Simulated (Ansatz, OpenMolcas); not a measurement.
A ladder of methods for BN (boron nitride)

BN has 2 atoms, charge 0, and is taken as a triplet. SMILES: `B#N`. The shape is that of a PBE0-D4/def2-TZVP optimisation.

```xyz
2

B     0.0000    0.0000   -0.0235
N     0.0000    0.0000    1.2919
```

Quantity: the vertical ionisation energy (to the doublet cation), in eV. The values are calculated.

| level | kind | program | value (eV) | CPU time (all runs) |
| --- | --- | --- | --- | --- |
| UBLYP/cc-pVTZ | GGA | Ansatz | 11.81 | 16 s |
| U-r2SCAN/cc-pVTZ | meta-GGA | Ansatz | 11.97 | 40 s |
| UM06-L/cc-pVTZ | meta-GGA | OpenMolcas | 11.78 | 2.8 min |
| UB3LYP/cc-pVTZ | global hybrid | Ansatz | 11.98 | 11 s |
| UBHLYP/cc-pVTZ | global hybrid | Ansatz | 11.49 | 8.7 s |
| UCAM-B3LYP/cc-pVTZ | range-separated hybrid | Ansatz | 11.94 | 14 s |
| UB2PLYP/cc-pVTZ | double hybrid | Ansatz | 11.91 | 10 s |
| UMP2/cc-pVTZ | perturbation theory | Ansatz | 11.92 | 4.1 s |
| FCI/STO-3G | exact in the basis | OpenMolcas | 8.94 | 3.6 s |

The values span 8.94 to 11.98 eV. Spin contamination of the reference (⟨S²⟩ at least 0.1 too high) touches UBLYP/cc-pVTZ, U-r2SCAN/cc-pVTZ, UM06-L/cc-pVTZ, UB3LYP/cc-pVTZ, UBHLYP/cc-pVTZ, UCAM-B3LYP/cc-pVTZ, UB2PLYP/cc-pVTZ, UMP2/cc-pVTZ. High-level rows in very small sets aren't better than simpler rows in larger ones. Times are those of the runs behind each value, whatever else they computed, on shared processors of several kinds: orders of magnitude only.
